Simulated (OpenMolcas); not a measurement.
# PBE0/def2-SVP run of HCl (hydrogen chloride)

What is the vertical electron affinity of HCl (hydrogen chloride) at PBE0/def2-SVP? 

The calculation is run with OpenMolcas 26.06.

### Step 1. The structure to begin with

The species is HCl (2 atoms), meant as a singlet with charge 0. SMILES: `Cl`. The coordinates come from a PBE0-D4/def2-TZVP relaxation.

Bond lengths: Cl1–H2 1.279 Å.

### Step 2. Energy and forces at PBE0/def2-SVP

File mol.xyz:

```xyz
2

Cl     0.546000    -0.178500     0.280800
H     -0.546000     0.178500    -0.280800
```

File job.input:

```
&GATEWAY
  BasLib
  $CurrDir
  Coord
  mol.xyz
  Basis
  def2-SVP
  Group
  NoSym

&SEWARD
  GridInput
  Grid=UltraFine
  End of Grid

&SCF
  KSDFT
  PBE0
  PrOrbitals
  1 1

&ALASKA
```

The basis set def2-SVP is read from a file made from the Basis Set Exchange's data (not shown).

Launch:

```console
$ export MOLCAS_MEM=1860
$ pymolcas job.input > job.log
```

The program printed:

```text
--- Start Module: gateway ---
[...]
--- Stop Module: gateway /rc=_RC_ALL_IS_WELL_ ---
[...]
      Basis functions           23
[...]
--- Start Module: scf ---
[...]
       Convergence after   9 Iterations
[...]
::    Total KS-DFT energy                            -460.5020773932
[...]
      Total spin, S                                     0.0000000000
[...]
      Total electronic charge=   18.000000
      Total            charge=   -0.000000
[...]
      Dipole Moment (debye):
      Origin of the operator (angstrom)=    0.5154   -0.1685    0.2651
                   X= -1.1712E+00               Y=  3.8289E-01               Z= -6.0233E-01           Total=  1.3715E+00
      Quadrupole Moment (debye*angstrom):
[...]
--- Stop Module: scf /rc=_RC_ALL_IS_WELL_ ---
[...]
--- Start Module: alaska ---
[...]
 *              Molecular gradients               *
 **************************************************
  Irreducible representation: a
 ------------------------------------------------------------------------------------------
                              X                       Y                       Z
 ------------------------------------------------------------------------------------------
  CL1              -3.49563811617326E-03    1.14280476930695E-03   -1.79775674381233E-03
  H2                3.49563811617148E-03   -1.14280476930784E-03    1.79775674381188E-03
 ------------------------------------------------------------------------------------------
--- Stop Module: alaska /rc=_RC_ALL_IS_WELL_ ---
[...]
```

Run time: 3.3 s. Hardware: 1 thread of Arm Neoverse V1, shared host; peak memory 0.37 GiB.

### Step 3. The doublet anion, same level

mol.xyz is that of step 2.

File job.input:

```
&GATEWAY
BasLib = $CurrDir
Coord = mol.xyz
Basis = def2-SVP
Group = NoSym
&SEWARD
GridInput
Grid=UltraFine
End of Grid
&SCF
UHF
Charge = -1
Spin = 2
KSDFT = PBE0
PrOrbitals = 1 1
&ALASKA
```

The basis set def2-SVP is read from a file made from the Basis Set Exchange's data (not shown).

Launch:

```console
$ export MOLCAS_MEM=1860
$ pymolcas job.input > job.log
```

The program printed:

```text
--- Start Module: gateway ---
[...]
--- Stop Module: gateway /rc=_RC_ALL_IS_WELL_ ---
[...]
      Basis functions           23
[...]
--- Start Module: scf ---
[...]
       Convergence after  12 Iterations
[...]
::    Total KS-DFT energy                            -460.3791907499
[...]
      Total spin, S                                     0.5003242004
[...]
      Total electronic charge=   19.000000
      Total            charge=   -1.000000
[...]
      Dipole Moment (debye):
      Origin of the operator (angstrom)=    0.5154   -0.1685    0.2651
                   X=  3.2298E+00               Y= -1.0559E+00               Z=  1.6610E+00           Total=  3.7822E+00
      Center of Charge (angstrom)
[...]
--- Stop Module: scf /rc=_RC_ALL_IS_WELL_ ---
[...]
--- Start Module: alaska ---
[...]
 *              Molecular gradients               *
 **************************************************
  Irreducible representation: a
 ------------------------------------------------------------------------------------------
                              X                       Y                       Z
 ------------------------------------------------------------------------------------------
  CL1              -1.22491841282209E-01    4.00454096503094E-02   -6.29958040866116E-02
  H2                1.22491841282210E-01   -4.00454096503094E-02    6.29958040866121E-02
 ------------------------------------------------------------------------------------------
--- Stop Module: alaska /rc=_RC_ALL_IS_WELL_ ---
[...]
```

It took 4.5 s on 1 thread of Arm Neoverse V1, shared host; peak memory 0.37 GiB.

### Step 4. Summary of results

Level: PBE0/def2-SVP.

| quantity | value |
| --- | --- |
| singlet HCl: total energy | -460.50208 Eh |
| singlet HCl: dipole moment | 1.37 D |
| singlet HCl: HOMO energy | -9.03 eV |
| singlet HCl: LUMO energy | 0.95 eV |
| singlet HCl: HOMO–LUMO gap | 9.98 eV |
| singlet HCl: largest force on an atom | 0.211 eV/Å |
| doublet anion: total energy | -460.37919 Eh |
| doublet anion: HOMO energy (highest over α and β) | 5.98 eV |
| doublet anion: LUMO energy (lowest over α and β) | 9.72 eV |
| doublet anion: ⟨S²⟩ | 0.751 |
| doublet anion: largest force on an atom | 7.376 eV/Å |
| vertical electron affinity (to the doublet anion) | -3.344 eV |

**Reading.** The anion lies 3.34 eV (77 kcal/mol) above the neutral: the electron isn't bound at this level, and such a value depends on the basis. Without diffuse functions anions come out too high. The HOMO (doublet anion) lies at positive energy, 5.98 eV; only total energies tell whether the electron is bound.
